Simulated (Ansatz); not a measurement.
Geometry optimisation, Ansatz 0.2.0, RKS PBE-D4/6-31G*.

Input file:

```yaml
crystal:
  periodic: [false, false, false]
  atoms:
    - { symbol: B, position_ang: [0.221994, -0.56634, -0.076383] }
    - { symbol: H, position_ang: [-0.691258, 0.870128, 1.615061] }
    - { symbol: H, position_ang: [1.244738, 0.05135, 0.046153] }
    - { symbol: H, position_ang: [-0.653356, -0.245762, -0.83926] }
    - { symbol: "N", position_ang: [0.066232, -1.821334, 0.69499] }
    - { symbol: H, position_ang: [-0.805284, -2.334685, 0.558701] }
    - { symbol: Si, position_ang: [1.222727, -2.448044, 1.861222] }
    - { symbol: H, position_ang: [1.399825, -3.929362, 1.686702] }
    - { symbol: H, position_ang: [2.515495, -1.733723, 1.641002] }
    - { symbol: H, position_ang: [0.770827, -2.216978, 3.278663] }
    - { symbol: H, position_ang: [-0.66644, 0.159749, 1.540149] }
basis:
  gaussian: { orbitals: "6-31G*" }
hamiltonian:
  xc: pbe
  dispersion: d4
relax:
  f_tol: 0.03
  max_steps: 50
```

Command:

```bash
$ ansatz run input.yaml --threads 1 --pin off --max-ram 2048MiB --backend cpu --events-out ev --progress --plain --runs-dir out
```

Problem. Where does it end, and by what steps?

Solution. The run converged. The force dipped under the threshold on the way, but the program's further checks kept it going. After 20 steps the energy has fallen by 0.326 eV; H2 moved furthest, 1.17 Å.

```
step  energy less start (eV)  largest force component (eV/Å)  accepted
   0                  0.0000                           1.861       yes
   1                 -0.1927                           0.953       yes
   2                 -0.2674                           0.470       yes
   3                 -0.3013                           0.150       yes
   4                 -0.3133                           0.102       yes
   5                 -0.3177                           0.066       yes
   6                 -0.3166                           0.391        no
   7                 -0.3195                           0.028       yes
   8                 -0.3199                           0.274       yes
   9                 -0.3210                           0.095       yes
  10                 -0.3222                           0.045       yes
  11                 -0.3231                           0.020       yes
  12                 -0.3239                           0.057       yes
  13                 -0.3244                           0.060       yes
  14                 -0.3249                           0.057       yes
  15                 -0.3253                           0.048       yes
  16                 -0.3256                           0.053       yes
  17                 -0.3252                           0.076        no
  18                 -0.3260                           0.032       yes
  19                 -0.3263                           0.024       yes
  20                 -0.3264                           0.025       yes
```

```xyz
11
Properties=species:S:1:pos:R:3
B 0.481 -0.897 -0.513
H -1.195 0.902 2.674
H 1.623 -0.521 -0.608
H -0.364 -0.587 -1.318
N 0.124 -1.727 0.573
H -0.854 -2.026 0.620
Si 1.201 -2.331 1.843
H 1.325 -3.827 1.778
H 2.537 -1.694 1.633
H 0.658 -1.976 3.198
H -0.911 0.469 2.128
```

Time of the run: 38 s on 1 thread of Arm Neoverse V2 (shared host), peak memory 0.13 GiB.
